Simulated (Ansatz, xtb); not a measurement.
# A geometry optimisation of H2NOS with r2SCAN-D4/def2-SVP

The starting geometry of this gas-phase doublet was built from a drawn formula by distance geometry and a force field; its bonds are those of `N1O[SH]1`.

```json
{"atom": "N", "x (Å)": "-0.7178", "y (Å)": "-1.1850", "z (Å)": "1.5252"}
{"atom": "O", "x (Å)": "-1.3640", "y (Å)": "-0.2158", "z (Å)": "2.3648"}
{"atom": "S", "x (Å)": "-0.3574", "y (Å)": "-1.2466", "z (Å)": "3.1125"}
{"atom": "H", "x (Å)": "-0.1866", "y (Å)": "-0.5641", "z (Å)": "0.9031"}
{"atom": "H", "x (Å)": "0.7369", "y (Å)": "-0.4684", "z (Å)": "3.1425"}
```

Question: Predict what becomes of its bonds when it is optimised with r2SCAN-D4/def2-SVP.

Answer: A bond breaks, leaving `[O]NS`. Distances that change by over a tenth: N1–O2 (1.44 → 1.25 Å). Contacts that open: O2–S3 (1.62 → 2.67 Å).

The energy falls by 3.57 eV over 15 steps:

| step | E − E(last) (eV) |
| --- | --- |
| 1 | 3.573 |
| 3 | 2.531 |
| 4 | 1.798 |
| 6 | 0.725 |
| 7 | 0.384 |
| 9 | 0.042 |
| 10 | 0.007 |
| 12 | 0.000 |
| 13 | 0.000 |
| 15 | 0.000 |

Final geometry (Å):

| atom | x (Å) | y (Å) | z (Å) |
| --- | --- | --- | --- |
| N | -0.7721 | -0.8131 | 1.7455 |
| O | -1.6630 | 0.0278 | 1.9880 |
| S | 0.2002 | -1.5880 | 3.0039 |
| H | -0.3674 | -0.8705 | 0.8011 |
| H | 0.7134 | -0.4362 | 3.5096 |

From the same start GFN2-xTB reaches the same bonding as this run.

The end wasn't checked by frequencies. Open shells are spin-unrestricted. Run with Ansatz 0.2.0, 100 s on 1 thread of Arm Neoverse N1, with other jobs on the host.
